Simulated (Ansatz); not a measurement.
**Worked example: HAl–AlH⁺, quartet against HAl–AlH, triplet**

Geometry (PBE0/def2-TZVP stationary point of a triplet), kept for both states (HAl–AlH, triplet: Σg⁻g; HAl–AlH⁺, quartet: Σg⁻g):

```xyz
4

Al    0.0000    0.0000    1.1500
Al    0.0000    0.0000   -1.1500
H     0.0000    0.0000    2.7245
H     0.0000    0.0000   -2.7245
```

Basis 6-31G; Ansatz 0.2.0. Only valence electrons are correlated (noble-gas cores frozen). Prefix R: restricted or restricted open-shell reference; prefix U: unrestricted.

Full CI is exact within this basis and frozen core; it isn't the basis-set limit. The frozen core follows each run's orbitals, which can shift R against U totals by a few meV.

| level | E(HAl–AlH, triplet) (hartree) | E(HAl–AlH⁺, quartet) (hartree) |
| --- | --- | --- |
| UHF | -484.857697 | -484.483872 |
| UMP2 | -484.914169 | -484.536033 |
| UCCSD(T) | -484.940050 | -484.568452 |
| PBE | -485.638013 | -485.260011 |
| r2SCAN | -485.859261 | -485.474492 |
| full CI | -484.941117 | -484.570127 |

**Question.** Give the vertical gap, HAl–AlH⁺ quartet less HAl–AlH triplet, at each level in eV (1 hartree = 27.2114 eV), and each error against full CI.

**Answer.** full CI: (-484.570127 − (-484.941117)) × 27.2114 = 10.095 eV (the reference)
r2SCAN: (-485.474492 − (-485.859261)) × 27.2114 = 10.470 eV, error 0.375 eV
PBE: (-485.260011 − (-485.638013)) × 27.2114 = 10.286 eV, error 0.191 eV
UCCSD(T): (-484.568452 − (-484.940050)) × 27.2114 = 10.112 eV, error 0.017 eV
UMP2: (-484.536033 − (-484.914169)) × 27.2114 = 10.290 eV, error 0.195 eV
UHF: (-484.483872 − (-484.857697)) × 27.2114 = 10.172 eV, error 0.077 eV

Total energies of functionals can't be set beside those of wave-function methods, since they hold the core's correlation and their own absolute errors; only the differences compare.

The set has no polarisation functions, so the order and spacing of states can differ from the basis-set limit.

In so small a basis the reference is far from its limit while semilocal and hybrid functionals are nearer theirs, so the functionals' errors here hold much of the reference's basis and frozen-core error, which can add to them or hide them.

Each level lands on the state that its own search finds. T1 diagnostics of restricted CCSD: 0.024 and 0.049.
